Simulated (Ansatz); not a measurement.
**BPH6 (SMILES [BH3-][PH3+]): B2PLYP/def2-SVPD**

Aim: the vertical electron affinity of BPH6 at B2PLYP/def2-SVPD, from 2 runs. 

The results are computed with Ansatz 0.2.0.

48 further runs of the same task are left out: 48 set aside as unsound or not needed.

### Step 1. The molecule

BPH6: 8 atoms, total charge 0, spin state singlet. SMILES: `[BH3-][PH3+]`. The coordinates come from a PBE0-D4/def2-TZVP relaxation.

Bond lengths: B1–P2 1.910 Å, B1–H3 1.209 Å, B1–H4 1.209 Å, B1–H5 1.209 Å, P2–H6 1.408 Å, P2–H7 1.409 Å, P2–H8 1.408 Å. Some angles: B1–P2–H6 118.0°, B1–P2–H7 118.1°, B1–P2–H8 118.0°, P2–B1–H3 103.8°, P2–B1–H4 103.8°, P2–B1–H5 103.8°, H6–P2–H7 99.7°, H6–P2–H8 99.7°, H7–P2–H8 99.7°, H3–B1–H4 114.5°.

### Step 2. A single-point energy at B2PLYP/def2-SVPD

job.yaml reads:

```yaml
crystal:
  periodic: [false, false, false]
  atoms:
    - {symbol: B, position_ang: [-0.556100, 0.227200, -0.914000]}
    - {symbol: P, position_ang: [0.433900, -0.181600, 0.667700]}
    - {symbol: H, position_ang: [-1.693400, 0.343100, -0.520100]}
    - {symbol: H, position_ang: [-0.367800, -0.730200, -1.628000]}
    - {symbol: H, position_ang: [-0.055500, 1.254200, -1.309900]}
    - {symbol: H, position_ang: [0.418800, 0.755700, 1.718800]}
    - {symbol: H, position_ang: [1.823100, -0.380300, 0.547100]}
    - {symbol: H, position_ang: [0.089200, -1.345200, 1.382600]}
basis:
  gaussian: {orbitals: def2-SVPD}
magnetization: {spin_polarized: false, initial_magnetization: 0}
hamiltonian: {xc: {name: B2PLYP}}
correlation: {frozen_orbitals: {B: 1, H: 0, P: 5}}
accuracy: high
output: {orbitals: {seedname: orbitals}}
```

Launch:

```sh
$ ansatz run job.yaml --threads 1 --pin off --max-ram 3480MiB --events-out events.jsonl --progress --plain --runs-dir runs
```

The log of the run:

```text
Warning: RAYON_NUM_THREADS=1 ignored (pool sized by the plan → 1); use --threads N
Functional definition: B2PLYP
  name "B2PLYP"
  parameter a = 0.53
  parameter c = 0.27
  exchange = (1 - a)*b88_x + a*exact_x
  correlation = (1 - c)*lyp_c + c*(mp2_os + mp2_ss)
1856 factors; integrals over basis functions are off by at most 3.6e-9 eV
mean field evaluation 1: about -10049.6025 eV, gradient 2.4e1 eV
mean field evaluation 2: about -10049.6027 eV, gradient 2.4e1 eV
mean field evaluation 4: about -10051.6332 eV, gradient 1.0e0 eV
mean field evaluation 8: about -10051.6379 eV, gradient 1.3e-2 eV
mean field evaluation 16: about -10051.6379 eV, gradient 1.7e-7 eV
mean field -10051.63789821 eV, -369.3908795144 hartree, gradient 1.7e-8 eV, S^2 0.000000; 0 other end points of the search recorded, 0 dependent functions left out
6 core orbitals not correlated: weight in the atoms' cores, before any rotation towards them, 1.000 or more for the frozen orbitals, at most 0.000 for the correlated occupied ones
reference -10051.63792557 eV, -369.3908805200 hartree; 7, 7 occupied and 79, 79 virtual orbitals, 1856 factors
second order -8.72798615 eV of doubles, -0.00000000 eV of singles
Total energy: -10053.99448183 eV, -369.4774823652 hartree
```

It took 11 s on 1 thread of Intel Xeon Platinum 8259CL at 2.50GHz (Skylake/Cascade Lake), shared host; peak memory 0.26 GiB.

### Step 3. The doublet anion at the same level

molecule.yaml reads:

```yaml
basis:
  gaussian:
    orbitals: def2-SVPD
crystal:
  periodic: [false, false, false]
  atoms:
    - {symbol: B, position_ang: [-0.556100, 0.227200, -0.914000]}
    - {symbol: P, position_ang: [0.433900, -0.181600, 0.667700]}
    - {symbol: H, position_ang: [-1.693400, 0.343100, -0.520100]}
    - {symbol: H, position_ang: [-0.367800, -0.730200, -1.628000]}
    - {symbol: H, position_ang: [-0.055500, 1.254200, -1.309900]}
    - {symbol: H, position_ang: [0.418800, 0.755700, 1.718800]}
    - {symbol: H, position_ang: [1.823100, -0.380300, 0.547100]}
    - {symbol: H, position_ang: [0.089200, -1.345200, 1.382600]}
total_charge: -1
magnetization:
  spin_polarized: true
  initial_magnetization: 1
hamiltonian:
  xc: {name: B2PLYP}
correlation:
  frozen_orbitals: {B: 1, H: 0, P: 5}
accuracy: high
output: {orbitals: {seedname: orbitals}}
```

Launch:

```sh
$ ansatz run molecule.yaml --threads 1 --pin off --max-ram 3480MiB --events-out events.jsonl --progress --plain --runs-dir runs
```

The log of the run, shortened:

```text
Warning: RAYON_NUM_THREADS=1 ignored (pool sized by the plan → 1); use --threads N
[... 2 set-up lines as earlier in the session ...]
[...]
1856 factors; integrals over basis functions are off by at most 3.6e-9 eV
[...]
mean field -10049.98805472 eV, -369.3302488843 hartree, gradient 9.0e-8 eV, S^2 0.750882; 6 other end points of the search recorded, 0 dependent functions left out
6 core orbitals not correlated: weight in the atoms' cores, before any rotation towards them, 1.000 or more for the frozen orbitals, at most 0.000 for the correlated occupied ones
reference -10049.98807699 eV, -369.3302497028 hartree; 8, 7 occupied and 78, 79 virtual orbitals, 1856 factors
second order -9.42915186 eV of doubles, -0.00000000 eV of singles
Total energy: -10052.53394799 eV, -369.4238087365 hartree
```

Wall time 30 s (1 thread of Intel Xeon Platinum 8259CL at 2.50GHz (Skylake/Cascade Lake), shared host); peak memory 0.42 GiB.

### Step 4. What came out

At B2PLYP/def2-SVPD, 6 core orbitals frozen:

| quantity | value |
| --- | --- |
| singlet BPH6: total energy | -369.47748 Eh |
| singlet BPH6: HOMO energy (SCF part's orbitals) | -9.82 eV |
| singlet BPH6: LUMO energy (SCF part's orbitals) | 0.85 eV |
| singlet BPH6: HOMO–LUMO gap (SCF part's orbitals) | 10.67 eV |
| doublet anion: total energy | -369.42381 Eh |
| doublet anion: HOMO energy (SCF part's orbitals) (highest over α and β) | 2.44 eV |
| doublet anion: LUMO energy (SCF part's orbitals) (lowest over α and β) | 4.70 eV |
| doublet anion: ⟨S²⟩ | 0.751 |
| vertical electron affinity (to the doublet anion) | -1.461 eV |

The anion lies 1.46 eV (141 kJ/mol) above the neutral: the electron isn't bound at this level, and such a value depends on the basis. The HOMO (doublet anion) lies at positive energy, 2.44 eV; only total energies tell whether the electron is bound.
